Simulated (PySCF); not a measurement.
How well do the runs reproduce experiment for chlorotrifluoromethane?

**Experimental background.**

NIST CCCBDB Release 22 (SRD 101), experimental dipoles lists, for the gas: dipole moment (microwave Stark effect) 0.5 D.

The runs below try to reproduce these values; the comparison stands at the end.

Chlorotrifluoromethane, CClF3.
Atom-mapped SMILES: `[F:1][C:2]([F:3])([F:4])[Cl:5]`

Cartesian coordinates in Å at the GFN2-xTB level; atoms count from 1:
```xyz
5
CClF3 angstrom
F     -0.4932   -0.8065   -0.9667
C     -0.0723    0.0063   -0.0122
F     -0.4074    1.2419   -0.3438
F     -0.7032   -0.3074    1.1069
Cl     1.6847   -0.1316    0.1987
```

The PySCF runs (gas phase, on this GFN2-xTB geometry; no spin–orbit coupling):

| level | job | basis functions | wall time |
| --- | --- | --- | --- |
| PBE0/pcSseg-1 | shieldings, charges and field gradients | 92 | 4.8 s |

Hardware: one thread, Arm Neoverse V1 (shared host).

**Comparison with experiment**

**Dipole moment.** Measured: 0.5 D (NIST CCCBDB Release 22 (SRD 101), experimental dipoles).

| level | computed (D) | computed − measured (D) | % (from the printed values) |
| --- | --- | --- | --- |
| PBE0/pcSseg-1 | 0.27 | -0.23 | -46 |

The computed dipoles belong to one fixed geometry; measured ones are averaged over vibrations unless marked μe. Magnitudes are compared, not signs.

The geometry is computed, not the measured one. Where a level misses, the cause wasn't examined.
